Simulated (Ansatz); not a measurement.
Geometry optimisation, UKS B3LYP-D4/def2-SVP in Ansatz 0.2.0.

Input file:

```yaml
crystal:
  periodic: [false, false, false]
  atoms:
    - { symbol: B, position_ang: [-1.0e-05, -4.7e-05, -0.401143] }
    - { symbol: F, position_ang: [0.000544, 0.000644, 2.118664] }
    - { symbol: H, position_ang: [1.09821, -7.8e-05, -0.885671] }
    - { symbol: H, position_ang: [-1.098315, -7.8e-05, -0.885462] }
    - { symbol: F, position_ang: [-0.000429, -0.000441, 3.443612] }
magnetization:
  spin_polarized: true
  initial_magnetization: 1
basis:
  gaussian: { orbitals: def2-SVP }
hamiltonian:
  xc: b3lyp
  dispersion: d4
relax:
  f_tol: 0.03
  max_steps: 50
output:
  orbitals: {}
```

Launched with:

```bash
$ ansatz run input.yaml --threads 2 --pin off --max-ram 3072MiB --backend cpu --events-out ev --progress --plain --runs-dir out
```

Question: Where does it end, and by what steps?

Answer: The forces met the threshold. The force dipped under the threshold on the way, but the program's further checks kept it going. After 27 steps the energy has fallen by 5.960 eV; F2 moved furthest, 1.19 Å. Joined: B1–F2 (2.52 → 1.32 Å).

| step | energy less start (eV) | largest force component (eV/Å) | accepted |
| --- | --- | --- | --- |
| 0 | 0.0000 | 5.553 | yes |
| 1 | -0.3204 | 3.756 | yes |
| 2 | -1.1762 | 5.358 | yes |
| 3 | -2.7059 | 6.581 | yes |
| 4 | -4.4102 | 6.165 | yes |
| 5 | -5.7586 | 2.472 | yes |
| 6 | -5.8863 | 0.318 | yes |
| 7 | -5.8895 | 0.148 | yes |
| 8 | -5.8881 | 0.228 | no |
| 9 | -5.8901 | 0.015 | yes |
| 10 | -5.8903 | 0.012 | yes |
| 11 | -5.8904 | 0.004 | yes |
| 12 | -5.8904 | 0.002 | yes |
| 13 | -5.8904 | 0.010 | yes |
| 14 | -5.8904 | 0.029 | yes |
| 15 | -5.8877 | 0.499 | no |
| 16 | -5.8908 | 0.153 | yes |
| 17 | -5.8911 | 0.220 | yes |
| 18 | -5.8920 | 0.445 | yes |
| 19 | -5.9051 | 0.189 | yes |
| 20 | -5.9042 | 0.389 | no |
| 21 | -5.9092 | 0.130 | yes |
| 22 | -5.9135 | 0.402 | yes |
| 23 | -5.9326 | 0.142 | yes |
| 24 | -5.9488 | 0.267 | yes |
| 25 | -5.9531 | 0.373 | yes |
| 26 | -5.9596 | 0.105 | yes |
| 27 | -5.9599 | 0.006 | yes |

```xyz
5
Properties=species:S:1:pos:R:3
B -0.114 -0.005 0.053
F -0.755 -0.129 1.205
H 1.083 0.121 0.074
H -0.788 -0.028 -0.948
F 0.574 0.040 3.006
```

Run time: 33 s on 2 threads of Intel(R) Xeon(R) 6975P-C (Granite Rapids), on a shared host, peak memory 0.13 GiB.
